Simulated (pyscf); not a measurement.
Single points on ωB97X-D3(BJ)/def2-SVP structures (PySCF, gas phase).

Question: Estimate by transition-state theory the rate constant of H₂B–O–CH₃ (SMILES BOC) + H₂ (SMILES [H][H]) → BH₃ (SMILES B) + H₃C–OH (SMILES CO) (singlet surface; B–O, H–H broken, B–H, H–O formed) at 600 K, with ωB97M-D3(BJ)/def2-TZVP energies (ideal gas, 1 atm, RRHO with modes under 100 cm⁻¹ raised to 100, one conformer, R ln 2 for chiral ones without a mode under 150 cm⁻¹; no tunnelling).

Answer: The electronic barrier is 38.1 kcal/mol and the thermal terms add +19.0, so ΔG‡ = 57.1 kcal/mol. With k_BT/h = 1.25e+13 s⁻¹ and RT = 1.192 kcal/mol, and a volume of 8.18e-20 cm³ per molecule at 1 atm, k = 1.7e-27 cm³ molecule⁻¹ s⁻¹. Wigner's tunnelling factor for 1394i cm⁻¹ would be 1.47, likely too low at so high a frequency. A shift of 1 kcal/mol in the barrier changes k by a factor 2.3. On the product side the descent ends in an adduct with a B–O contact, 20.6 kcal/mol under the separated species and 25.5 kcal/mol under the saddle at ωB97X-D3(BJ)/def2-TZVP. What is counted as broken (B–O) persists as a longer contact in the product adduct; parting that adduct is a step of its own. At the saddle there is also a short B–H contact that neither side keeps. H₂B–O–CH₃ lies 23.5 kcal/mol over its isomer H₃C–BH–OH (electronic energy, ωB97M-D3(BJ)/def2-TZVP). One saddle was located; it need not be the lowest between these sides.
